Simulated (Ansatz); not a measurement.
Geometry optimisation, RKS PBE0-D4/def2-SVP (Ansatz 0.2.0).

Input file:

```yaml
crystal:
  periodic: [false, false, false]
  atoms:
    - { symbol: B, position_ang: [-0.357693, -1.017537, -0.705874] }
    - { symbol: O, position_ang: [0.745354, 0.509952, 1.097301] }
    - { symbol: H, position_ang: [0.60603, -0.222863, 1.714848] }
    - { symbol: H, position_ang: [1.389891, 0.11229, 0.467766] }
    - { symbol: "N", position_ang: [-1.415638, -0.138546, -0.77047] }
    - { symbol: H, position_ang: [-2.180527, -0.253515, -1.430001] }
    - { symbol: H, position_ang: [-1.404318, 0.72882, -0.23697] }
basis:
  gaussian: { orbitals: def2-SVP }
hamiltonian:
  xc: pbe0
  dispersion: d4
relax:
  f_tol: 0.03
  max_steps: 50
```

Run as:

```bash
$ ansatz run input.yaml --threads 1 --pin off --max-ram 2048MiB --backend cpu --events-out ev --progress --plain --runs-dir out
```

**Question.** Where does it end, and by what steps?

**Answer.** It converged. After 5 steps the energy has fallen by 0.014 eV; B1 moved furthest, 0.07 Å.

```json
{"step": "0", "energy less start (eV)": "0.0000", "largest force component (eV/Å)": "0.528", "accepted": "yes"}
{"step": "1", "energy less start (eV)": "0.0073", "largest force component (eV/Å)": "0.345", "accepted": "no"}
{"step": "2", "energy less start (eV)": "-0.0087", "largest force component (eV/Å)": "0.206", "accepted": "yes"}
{"step": "3", "energy less start (eV)": "-0.0074", "largest force component (eV/Å)": "0.353", "accepted": "no"}
{"step": "4", "energy less start (eV)": "-0.0134", "largest force component (eV/Å)": "0.063", "accepted": "yes"}
{"step": "5", "energy less start (eV)": "-0.0137", "largest force component (eV/Å)": "0.028", "accepted": "yes"}
```

```xyz
7
Properties=species:S:1:pos:R:3
B -0.325 -0.990 -0.645
O 0.701 0.480 1.049
H 0.597 -0.232 1.694
H 1.354 0.101 0.440
N -1.383 -0.116 -0.766
H -2.149 -0.266 -1.415
H -1.412 0.741 -0.220
```

Run time: 5.9 s on 1 thread of Intel(R) Xeon(R) 6975P-C (Granite Rapids) (shared host), peak memory 0.15 GiB.
